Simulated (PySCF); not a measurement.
Ionisation energy of C by level of theory

C [He] 2s2 2p2 (3P) → C⁺ [He] 2s2 2p1 (2P), as a difference of total energies. Computed with PySCF 2.14 in ANO-RCC-VTZP (4s3p2d1f, 30 functions), with the spin-free X2C one-electron Hamiltonian (Gaussian nucleus). Correlated levels: valence and next inner shell: nothing frozen. The calculations carry no spin-orbit coupling.

**Question.** Order these methods by the ionisation energy they give, lowest first.
A. CCSD (valence and next inner shell)
B. CCSD(T) (valence and next inner shell)
C. SCS-MP2 (valence and next inner shell)
D. UHF

**Answer.** D (10.799 eV), C (11.129 eV), A (11.171 eV), B (11.196 eV).

Errors of the correlated levels include the incompleteness of this basis.

For comparison: 11.262 eV (measured; NIST levels, between the centres of gravity of the two terms).
